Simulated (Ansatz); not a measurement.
# SiH2S: a barrier at many levels of theory

Aim: the barrier and energy of one elementary step (H1–Si3 formed, H1–S2 broken) from LDA up to coupled cluster, on fixed structures, to see where each rung fails.

Program: Ansatz 0.2.0, Gaussian basis. Level of theory: single points in def2-TZVPP on PBE0-D4/def2-TZVP structures. These are calculated values, not measurements.

Levels: SPW92, PBE-D4, BLYP-D4, r2SCAN-D4, B97M-V, PBE0-D4, B3LYP-D4, r2SCAN0-D4, BHLYP-D4, CAM-B3LYP-D4, wB97X-V, wB97M-V, B2PLYP, PBE-QIDH, RPA on PBE, Hartree-Fock, MP2, CCSD, CCSD(T). The reference is CCSD(T) at the basis limit, from triple and quadruple zeta. Zero-point energies come from PBE0-D4 vibrations.

Cores are frozen in the correlated methods. B3LYP uses VWN-RPA correlation. B2PLYP carries no dispersion term here.

2 further runs of the same task are left out: 2 set aside as unsound or not needed.

## Step 1: The three structures

Charge 0, multiplicity 1. The folders r, ts and p hold the start, the saddle and the end; their coordinates stand in the first inputs.

| pair | r (Å) | ts (Å) | p (Å) |
| --- | --- | --- | --- |
| H1–Si3 | 2.651 | 1.565 | 1.485 |
| H1–S2 | 1.346 | 1.832 | 3.044 |

## Step 2: wB97M-V/def2-TZVPP

Contents of r/in.yaml:

```yaml
crystal:
  periodic: [false, false, false]
  atoms:
    - {symbol: H, position_ang: [-1.724270, 0.035535, -0.580988]}
    - {symbol: S, position_ang: [-0.421328, 0.090672, -0.913602]}
    - {symbol: Si, position_ang: [0.369403, -0.104658, 1.038751]}
    - {symbol: H, position_ang: [1.776194, -0.021550, 0.455840]}
basis:
  gaussian: {orbitals: def2-TZVPP}
hamiltonian: {xc: {name: wB97M-V}}
```

Contents of ts/in.yaml:

```yaml
crystal:
  periodic: [false, false, false]
  atoms:
    - {symbol: H, position_ang: [-1.241684, -0.379056, 0.043418]}
    - {symbol: S, position_ang: [-0.453804, 0.574489, -1.307418]}
    - {symbol: Si, position_ang: [0.127843, 0.134338, 0.599731]}
    - {symbol: H, position_ang: [1.567645, -0.329771, 0.664269]}
basis:
  gaussian: {orbitals: def2-TZVPP}
hamiltonian: {xc: {name: wB97M-V}}
```

Contents of p/in.yaml:

```yaml
crystal:
  periodic: [false, false, false]
  atoms:
    - {symbol: H, position_ang: [-1.130168, -0.661219, 0.770575]}
    - {symbol: S, position_ang: [-0.146787, 0.973632, -1.601028]}
    - {symbol: Si, position_ang: [0.004553, -0.030196, 0.049660]}
    - {symbol: H, position_ang: [1.272402, -0.282217, 0.780792]}
basis:
  gaussian: {orbitals: def2-TZVPP}
hamiltonian: {xc: {name: wB97M-V}}
```

The command line of these runs was not kept.

Output in r, shortened:

```text
Functional definition: wB97M-V
  name "wB97M-V"
  cite "Mardirossian & Head-Gordon, J. Chem. Phys. 144, 214110 (2016) doi:10.1063/1.4952647"
  cite "Becke, J. Chem. Phys. 107, 8554 (1997) doi:10.1063/1.475007"
  cite "Vydrov & Van Voorhis, J. Chem. Phys. 133, 244103 (2010) doi:10.1063/1.3521275"
  # Of w^i u^j: cxij and so on, Table III.
[...]
  gx(w, u) = 1 - cx + cx01*u + cx10*w
  gss(w, u) = css00 + css04*u^4 + css10*w + css20*w^2 + css43*w^4*u^3
  gos(w, u) = cos00 + cos10*w + (cos20 + cos21*u)*w^2 + (cos60 + cos61*u)*w^6
[...]
      + integral(e_c_pw_mod_opposite_spin*gos(b97_w_opposite, b97_u_opposite)) + vv10(b, c)
700 factors; their error is unknown
139 factors; integrals over basis functions are off by at most 2.3e-5 eV
[...]
mean field -18744.36627441 eV, -688.8427551970 hartree, gradient 1.1e-5 eV, S^2 0.000000; 0 other end points of the search recorded, 0 dependent functions left out
reference -18744.36631108 eV, -688.8427565444 hartree; 16, 16 occupied and 96, 96 virtual orbitals, 700 factors
Total energy: -18744.36631108 eV, -688.8427565444 hartree
```

ts printed, shortened:

```text
[... 5 set-up lines as earlier in the session ...]
  # Of w^i u^j: cxij and so on, Table III.
[...]
  gx(w, u) = 1 - cx + cx01*u + cx10*w
  gss(w, u) = css00 + css04*u^4 + css10*w + css20*w^2 + css43*w^4*u^3
  gos(w, u) = cos00 + cos10*w + (cos20 + cos21*u)*w^2 + (cos60 + cos61*u)*w^6
[...]
      + integral(e_c_pw_mod_opposite_spin*gos(b97_w_opposite, b97_u_opposite)) + vv10(b, c)
700 factors; their error is unknown
139 factors; integrals over basis functions are off by at most 1.6e-5 eV
[...]
mean field -18742.29005677 eV, -688.7664556059 hartree, gradient 4.2e-5 eV, S^2 0.000000; 0 other end points of the search recorded, 0 dependent functions left out
reference -18742.29009368 eV, -688.7664569621 hartree; 16, 16 occupied and 96, 96 virtual orbitals, 700 factors
Total energy: -18742.29009368 eV, -688.7664569621 hartree
```

Output in p, shortened:

```text
[... 5 set-up lines as earlier in the session ...]
  # Of w^i u^j: cxij and so on, Table III.
[...]
  gx(w, u) = 1 - cx + cx01*u + cx10*w
  gss(w, u) = css00 + css04*u^4 + css10*w + css20*w^2 + css43*w^4*u^3
  gos(w, u) = cos00 + cos10*w + (cos20 + cos21*u)*w^2 + (cos60 + cos61*u)*w^6
[...]
      + integral(e_c_pw_mod_opposite_spin*gos(b97_w_opposite, b97_u_opposite)) + vv10(b, c)
700 factors; their error is unknown
139 factors; integrals over basis functions are off by at most 2.2e-5 eV
[...]
mean field -18744.75899402 eV, -688.8571873762 hartree, gradient 3.2e-5 eV, S^2 0.000000; 0 other end points of the search recorded, 0 dependent functions left out
reference -18744.75903228 eV, -688.8571887823 hartree; 16, 16 occupied and 96, 96 virtual orbitals, 700 factors
Total energy: -18744.75903228 eV, -688.8571887823 hartree
```

They took 3 s (r), 3.6 s (ts), 3 s (p) on 2 threads, shared host; peak memory 0.21 GiB.

Barrier 47.9 kcal/mol; end less start -9.1 kcal/mol.

## Step 3: CCSD(T)/def2-TZVPP

The same edit goes into each in.yaml of step 2 (r, ts, p):

```diff
-hamiltonian: {xc: {name: wB97M-V}}
+correlation: {method: ccsd_t}
```

r printed, shortened:

```text
Functional definition: HF
  name "HF"
  cite "Fock, Z. Phys. 61, 126 (1930) doi:10.1007/BF01340294"
  parent pbe
[...]
637 factors; integrals over basis functions are off by at most 1.0e-3 eV
[...]
mean field -18711.38983320 eV, -687.6308933344 hartree, gradient 1.3e-6 eV, S^2 0.000000; 0 other end points of the search recorded, 0 dependent functions left out; unrestricted orbitals would lower it
10 core orbitals not correlated: weight in the atoms' cores, before any rotation towards them, 1.000 or more for the frozen orbitals, at most 0.000 for the correlated occupied ones
reference -18711.38983320 eV, -687.6308933344 hartree; 6, 6 occupied and 96, 96 virtual orbitals, 637 factors
second order -7.70870223 eV of doubles, -0.00000000 eV of singles
cycle   1  -8.35601111 eV  change   -6.5e-1 eV  update   7.9e-2
[...]
cycle  10  -8.69217296 eV  change    6.3e-6 eV  update   1.0e-5
perturbative correction -0.40628560 eV, -0.0149307204 hartree
Total energy: -18720.48829175 eV, -687.9652555191 hartree
```

Output in ts, shortened:

```text
[... 4 set-up lines as earlier in the session ...]
[...]
641 factors; integrals over basis functions are off by at most 8.4e-4 eV
[...]
mean field -18708.75060962 eV, -687.5339036570 hartree, gradient 2.5e-6 eV, S^2 0.000000; 1 other end points of the search recorded, 0 dependent functions left out; unrestricted orbitals would lower it
determinant -18708.75060962 eV, -687.5339036570 hartree, with singles and doubles -18718.12554934 eV, -687.8784263370 hartree
determinant -18705.34961049 eV, -687.4089192442 hartree, with singles and doubles -18714.72971864 eV, -687.7536318605 hartree
10 core orbitals not correlated: weight in the atoms' cores, before any rotation towards them, 1.000 or more for the frozen orbitals, at most 0.000 for the correlated occupied ones
reference -18708.75060962 eV, -687.5339036570 hartree; 6, 6 occupied and 96, 96 virtual orbitals, 641 factors
second order -8.47209843 eV of doubles, -0.00000000 eV of singles
cycle   1  -9.23524288 eV  change   -3.8e-1 eV  update   2.2e-2
[...]
cycle  12  -9.26218785 eV  change    1.9e-6 eV  update   6.4e-6
perturbative correction -0.57396754 eV, -0.0210929181 hartree
Total energy: -18718.58676501 eV, -687.8953757004 hartree
```

p printed, shortened:

```text
[... 4 set-up lines as earlier in the session ...]
[...]
635 factors; integrals over basis functions are off by at most 1.1e-3 eV
[...]
mean field -18711.90840009 eV, -687.6499503163 hartree, gradient 1.5e-6 eV, S^2 0.000000; 0 other end points of the search recorded, 0 dependent functions left out
10 core orbitals not correlated: weight in the atoms' cores, before any rotation towards them, 1.000 or more for the frozen orbitals, at most 0.000 for the correlated occupied ones
reference -18711.90840009 eV, -687.6499503163 hartree; 6, 6 occupied and 96, 96 virtual orbitals, 635 factors
second order -7.80312881 eV of doubles, -0.00000000 eV of singles
cycle   1  -8.30379755 eV  change   -5.0e-1 eV  update   7.9e-2
[...]
cycle  10  -8.62094125 eV  change    4.3e-6 eV  update   5.5e-6
perturbative correction -0.43015531 eV, -0.0158079161 hartree
Total energy: -18720.95949665 eV, -687.9825719797 hartree
```

Times: 2.2 s (r), 3.3 s (ts), 1.6 s (p) on 2 threads, shared host; peak memory 0.37 GiB.

Barrier 43.9 kcal/mol; end less start -10.9 kcal/mol.

## Step 4: MP2/def2-QZVPP

Each input of step 3 (r, ts, p) changes in the same lines:

```diff
-  gaussian: {orbitals: def2-TZVPP}
-correlation: {method: ccsd_t}
+  gaussian: {orbitals: "def2-QZVPP.json"}
+correlation: {method: mp2}
```

The basis file named in the input lies beside it (Basis Set Exchange, JSON).

Output in r:

```text
[... 4 set-up lines as earlier in the session ...]
  exchange = exact_x
  correlation = 0
1176 factors; integrals over basis functions are off by at most 9.6e-4 eV
mean field evaluation 1: about -18711.1244 eV, gradient 1.3e1 eV
mean field evaluation 2: about -18711.1252 eV, gradient 1.3e1 eV
mean field evaluation 4: about -18711.9046 eV, gradient 2.0e0 eV
mean field evaluation 8: about -18711.9295 eV, gradient 1.5e-1 eV
mean field -18711.92978127 eV, -687.6507360603 hartree, gradient 3.1e-6 eV, S^2 0.000000; 0 other end points of the search recorded, 0 dependent functions left out; unrestricted orbitals would lower it
mean field evaluation 16: about -18711.8733 eV, gradient 4.7e0 eV
10 core orbitals not correlated: weight in the atoms' cores, before any rotation towards them, 1.000 or more for the frozen orbitals, at most 0.000 for the correlated occupied ones
reference -18711.92978127 eV, -687.6507360603 hartree; 6, 6 occupied and 184, 184 virtual orbitals, 1176 factors
second order -8.35810095 eV of doubles, -0.00000000 eV of singles
Total energy: -18720.28788222 eV, -687.9578906048 hartree
```

ts printed:

```text
[... 6 set-up lines as earlier in the session ...]
1175 factors; integrals over basis functions are off by at most 8.7e-4 eV
mean field evaluation 1: about -18707.8608 eV, gradient 1.8e1 eV
mean field evaluation 2: about -18707.8619 eV, gradient 1.8e1 eV
mean field evaluation 4: about -18709.2187 eV, gradient 2.2e0 eV
mean field evaluation 8: about -18709.2960 eV, gradient 3.8e-1 eV
mean field evaluation 16: about -18709.3011 eV, gradient 1.1e-6 eV
mean field -18709.30113947 eV, -687.5541352557 hartree, gradient 1.1e-6 eV, S^2 0.000000; 0 other end points of the search recorded, 0 dependent functions left out; unrestricted orbitals would lower it
10 core orbitals not correlated: weight in the atoms' cores, before any rotation towards them, 1.000 or more for the frozen orbitals, at most 0.000 for the correlated occupied ones
reference -18709.30113947 eV, -687.5541352557 hartree; 6, 6 occupied and 184, 184 virtual orbitals, 1175 factors
second order -9.14304561 eV of doubles, -0.00000000 eV of singles
Total energy: -18718.44418508 eV, -687.8901359844 hartree
```

Output in p:

```text
[... 6 set-up lines as earlier in the session ...]
1172 factors; integrals over basis functions are off by at most 6.8e-4 eV
mean field evaluation 1: about -18711.2311 eV, gradient 1.8e1 eV
mean field evaluation 2: about -18711.2319 eV, gradient 1.8e1 eV
mean field evaluation 4: about -18712.4333 eV, gradient 2.0e0 eV
mean field evaluation 8: about -18712.4523 eV, gradient 1.4e-1 eV
mean field -18712.45258564 eV, -687.6699487664 hartree, gradient 2.0e-6 eV, S^2 0.000000; 0 other end points of the search recorded, 0 dependent functions left out
10 core orbitals not correlated: weight in the atoms' cores, before any rotation towards them, 1.000 or more for the frozen orbitals, at most 0.000 for the correlated occupied ones
reference -18712.45258564 eV, -687.6699487664 hartree; 6, 6 occupied and 184, 184 virtual orbitals, 1172 factors
second order -8.46776548 eV of doubles, -0.00000000 eV of singles
Total energy: -18720.92035112 eV, -687.9811334082 hartree
```

Wall times: 3 s (r), 3.4 s (ts), 2.9 s (p) on 2 threads, shared host; peak memory 0.38 GiB.

Barrier 42.5 kcal/mol; end less start -14.6 kcal/mol.

## Step 5: Vibrations of the start structure

Contents of vib-r/in.yaml:

```yaml
crystal:
  periodic: [false, false, false]
  atoms:
    - {symbol: H, position_ang: [-1.724270, 0.035535, -0.580988]}
    - {symbol: S, position_ang: [-0.421328, 0.090672, -0.913602]}
    - {symbol: Si, position_ang: [0.369403, -0.104658, 1.038751]}
    - {symbol: H, position_ang: [1.776194, -0.021550, 0.455840]}
basis:
  gaussian: {orbitals: def2-TZVP}
hamiltonian: {xc: pbe0, dispersion: d4}
phonons: {temperatures: {t_min: 298.15, t_max: 900, t_step: 200}}
```

Standard output, shortened:

```text
Functional definition: PBE0
  name "PBE0"
  cite "Adamo & Barone, J. Chem. Phys. 110, 6158 (1999) doi:10.1063/1.478522"
  cite "Perdew, Burke & Ernzerhof, Phys. Rev. Lett. 77, 3865 (1996) doi:10.1103/PhysRevLett.77.3865"
[... 1 set-up line as earlier in the session ...]
[...]
627 factors; their error is unknown
[...]
mean field -18738.38712448 eV, -688.6230254896 hartree, gradient 3.3e-5 eV, S^2 0.000000; 0 other end points of the search recorded, 0 dependent functions left out
[...]
reference -18738.38714693 eV, -688.6230263145 hartree; 16, 16 occupied and 70, 70 virtual orbitals, 627 factors
[... from here to the last solve, the lines of the solves are left out (23 solves) ...]
627 factors; their error is unknown
mean field -18738.38710965 eV, -688.6230249446 hartree, gradient 2.8e-6 eV, S^2 0.000000; 0 other end points of the search recorded, 0 dependent functions left out
[...]
reference -18738.38713210 eV, -688.6230257696 hartree; 16, 16 occupied and 70, 70 virtual orbitals, 627 factors
Total energy: -18738.44858556 eV, -688.6252841426 hartree
Atom 0 at    -1.724270     0.035535    -0.580988 Å, force     0.000135     0.000117     0.000243 eV/Å
Atom 1 at    -0.421328     0.090672    -0.913602 Å, force     0.000448    -0.000208     0.000575 eV/Å
Atom 2 at     0.369403    -0.104658     1.038751 Å, force     0.000418     0.000017    -0.001140 eV/Å
Atom 3 at     1.776194    -0.021550     0.455840 Å, force    -0.001001     0.000074     0.000322 eV/Å
Dipole moment:    -0.132401    -0.007026     0.047252 e Å
Vibrations: 523.86 634.68 643.68 920.00 2043.60 2685.48 cm⁻¹, zero-point energy 0.461922 eV
```

It took 13 s on 2 threads, shared host; peak memory 0.13 GiB.

Wavenumbers and character of the modes:

| mode | wavenumber (cm⁻¹) | character |
| --- | --- | --- |
| 1 | 524 | Si–S stretch |
| 2 | 635 | bend |
| 3 | 644 | torsion |
| 4 | 920 | bend |
| 5 | 2044 | Si–H stretch |
| 6 | 2685 | S–H stretch |

Vibrational sums (real modes only):

| T (K) | entropy (J/mol/K) | heat capacity (J/mol/K) |
| --- | --- | --- |
| 298 | 6.3 | 15.0 |
| 498 | 16.7 | 25.3 |
| 698 | 26.3 | 31.5 |
| 898 | 34.8 | 35.8 |

## Step 6: Vibrations of the end structure

Contents of vib-p/in.yaml:

```yaml
crystal:
  periodic: [false, false, false]
  atoms:
    - {symbol: H, position_ang: [-1.130168, -0.661219, 0.770575]}
    - {symbol: S, position_ang: [-0.146787, 0.973632, -1.601028]}
    - {symbol: Si, position_ang: [0.004553, -0.030196, 0.049660]}
    - {symbol: H, position_ang: [1.272402, -0.282217, 0.780792]}
basis:
  gaussian: {orbitals: def2-TZVP}
hamiltonian: {xc: pbe0, dispersion: d4}
phonons: {temperatures: {t_min: 298.15, t_max: 900, t_step: 200}}
```

Standard output, shortened:

```text
[... 5 set-up lines as earlier in the session ...]
[...]
627 factors; their error is unknown
[...]
mean field -18738.84662207 eV, -688.6399117146 hartree, gradient 4.2e-5 eV, S^2 0.000000; 0 other end points of the search recorded, 0 dependent functions left out
[...]
reference -18738.84664609 eV, -688.6399125973 hartree; 16, 16 occupied and 70, 70 virtual orbitals, 627 factors
[... from here to the last solve, the lines of the solves are left out (15 solves) ...]
627 factors; their error is unknown
mean field -18738.84659655 eV, -688.6399107766 hartree, gradient 2.4e-6 eV, S^2 0.000000; 0 other end points of the search recorded, 0 dependent functions left out
[...]
reference -18738.84662057 eV, -688.6399116594 hartree; 16, 16 occupied and 70, 70 virtual orbitals, 627 factors
Total energy: -18738.90709526 eV, -688.6421340635 hartree
Atom 0 at    -1.130168    -0.661219     0.770575 Å, force    -0.000378    -0.000339     0.000446 eV/Å
Atom 1 at    -0.146787     0.973632    -1.601028 Å, force     0.000094    -0.000569     0.000938 eV/Å
Atom 2 at     0.004553    -0.030196     0.049660 Å, force    -0.000133     0.001099    -0.001799 eV/Å
Atom 3 at     1.272402    -0.282217     0.780792 Å, force     0.000418    -0.000191     0.000415 eV/Å
Dipole moment:     0.043945    -0.291483     0.479310 e Å
Vibrations: 618.68 641.43 738.91 1002.82 2222.56 2234.49 cm⁻¹, zero-point energy 0.462393 eV
```

It took 9.5 s on 2 threads, shared host; peak memory 0.13 GiB.

The modes, with what each moves most:

| mode | wavenumber (cm⁻¹) | character |
| --- | --- | --- |
| 1 | 619 | bend |
| 2 | 641 | out-of-plane bend |
| 3 | 739 | Si–S stretch |
| 4 | 1003 | bend |
| 5 | 2223 | Si–H stretch |
| 6 | 2234 | Si–H stretch |

Vibrational sums (real modes only):

| T (K) | entropy (J/mol/K) | heat capacity (J/mol/K) |
| --- | --- | --- |
| 298 | 4.8 | 12.9 |
| 498 | 14.3 | 23.9 |
| 698 | 23.6 | 30.9 |
| 898 | 32.0 | 35.7 |

## Step 7: All levels side by side

Levels not printed above were run the same way.

The basis limit takes Hartree-Fock with exponent 7.88 and MP2 correlation with exponent 2.97 from the triple- and quadruple-zeta runs, and adds the coupled-cluster step over MP2 from triple zeta. Where a quadruple-zeta run was CCSD(T), only its Hartree-Fock and MP2 parts are used.

Rows are in def2-TZVPP; times add the 3 runs of a level on a shared host, so small differences are noise.

The saddle's own vibrations were run with its search: 1337i cm⁻¹, zero-point energy 0.353 eV.

The barrier:

Differences are taken before rounding.

| method | rung | barrier (kcal/mol) | from CCSD(T)/CBS (kcal/mol) | time |
| --- | --- | --- | --- | --- |
| SPW92 | LDA | 36.4 | -6.3 | 1.4 s |
| PBE-D4 | GGA | 38.3 | -4.4 | 2 s |
| BLYP-D4 | GGA | 40.1 | -2.6 | 2.1 s |
| r2SCAN-D4 | meta-GGA | 40.1 | -2.6 | 4.8 s |
| B97M-V | meta-GGA | 42.1 | -0.6 | 8.1 s |
| PBE0-D4 | hybrid | 43.4 | +0.7 | 2.5 s |
| B3LYP-D4 | hybrid | 44.1 | +1.4 | 2.5 s |
| r2SCAN0-D4 | hybrid | 44.3 | +1.6 | 5.4 s |
| BHLYP-D4 | hybrid | 50.4 | +7.7 | 2.6 s |
| CAM-B3LYP-D4 | range-separated hybrid | 47.5 | +4.8 | 3.1 s |
| wB97X-V | range-separated hybrid | 48.6 | +5.9 | 7.5 s |
| wB97M-V | range-separated hybrid | 47.9 | +5.2 | 9.5 s |
| B2PLYP | double hybrid | 43.9 | +1.2 | 4 s |
| PBE-QIDH | double hybrid | 45.5 | +2.8 | 4.1 s |
| RPA on PBE | RPA | 43.3 | +0.6 | 3.8 s |
| Hartree-Fock | wavefunction | 60.9 | +18.2 |  |
| MP2 | wavefunction | 43.3 | +0.5 |  |
| CCSD | wavefunction | 47.7 | +5.0 |  |
| CCSD(T) | wavefunction | 43.9 | +1.1 | 7.1 s |
| CCSD(T)/CBS |  | 42.7 | 0 | 16 s |

Among the levels timed on like hardware and quicker than the yardstick, those that no quicker one beats, quickest first: SPW92 (1.4 s, -6.3 kcal/mol); PBE-D4 (2 s, -4.4 kcal/mol); BLYP-D4 (2.1 s, -2.6 kcal/mol); B3LYP-D4 (2.5 s, +1.4 kcal/mol); PBE0-D4 (2.5 s, +0.7 kcal/mol); RPA on PBE (3.8 s, +0.6 kcal/mol).

For cost: RPA on PBE gets within 0.6 kcal/mol in 3.8 s, where CCSD(T)/CBS took 16 s; the quickest level in the cost chart, SPW92, takes 1.4 s and misses by 6.3 kcal/mol.

The step energy:

Differences are taken before rounding.

| method | rung | step energy (kcal/mol) | from CCSD(T)/CBS (kcal/mol) |
| --- | --- | --- | --- |
| SPW92 | LDA | -9.0 | +2.6 |
| PBE-D4 | GGA | -9.5 | +2.0 |
| BLYP-D4 | GGA | -9.8 | +1.8 |
| r2SCAN-D4 | meta-GGA | -12.8 | -1.2 |
| B97M-V | meta-GGA | -11.1 | +0.5 |
| PBE0-D4 | hybrid | -10.3 | +1.3 |
| B3LYP-D4 | hybrid | -10.4 | +1.2 |
| r2SCAN0-D4 | hybrid | -12.5 | -0.9 |
| BHLYP-D4 | hybrid | -11.1 | +0.4 |
| CAM-B3LYP-D4 | range-separated hybrid | -10.7 | +0.9 |
| wB97X-V | range-separated hybrid | -11.2 | +0.4 |
| wB97M-V | range-separated hybrid | -9.1 | +2.5 |
| B2PLYP | double hybrid | -11.9 | -0.3 |
| PBE-QIDH | double hybrid | -12.3 | -0.8 |
| RPA on PBE | RPA | -9.4 | +2.1 |
| Hartree-Fock | wavefunction | -12.0 | -0.4 |
| MP2 | wavefunction | -14.1 | -2.5 |
| CCSD | wavefunction | -10.3 | +1.3 |
| CCSD(T) | wavefunction | -10.9 | +0.7 |
| CCSD(T)/CBS |  | -11.6 | 0 |

## Step 8: Results

| quantity | value |
| --- | --- |
| barrier, CCSD(T)/CBS | 42.7 kcal/mol |
| reverse barrier, CCSD(T)/CBS | 54.3 kcal/mol |
| step energy, CCSD(T)/CBS | -11.6 kcal/mol |
| barrier with zero-point energy | 40.2 kcal/mol |
| step energy with zero-point energy | -11.6 kcal/mol |
| imaginary mode at the saddle | 1337i cm⁻¹ |
| largest T1 diagnostic | 0.026 |

In words: B97M-V is the best functional here (-0.6 kcal/mol from CCSD(T)/CBS); BHLYP-D4 is the worst (+7.7 kcal/mol). By rung, the mean size of the error is: LDA 6.3, GGA 3.5, meta-GGA 1.6, hybrid 2.9, range-separated hybrid 5.3, double hybrid 2.0 kcal/mol. PBE-D4 gives a barrier 4.4 kcal/mol too low, outside chemical accuracy (1 kcal/mol). Every functional without exact exchange puts the barrier too low, the usual mark of self-interaction error, which favours the spread-out density of a saddle. The barrier rises with the share of exact exchange, from BLYP-D4 through B3LYP-D4 to BHLYP-D4 (-2.6, +1.4, +7.7 kcal/mol). Hartree-Fock, with no correlation, is off by +18.2 kcal/mol. Zero-point motion lowers the barrier by 2.5 kcal/mol. The T1 diagnostic is large here, over the usual mark for main-group molecules (transition-metal compounds often pass it harmlessly), so CCSD(T) itself may be off. The restricted Hartree–Fock reference is unstable towards an unrestricted one at one or more of these structures.
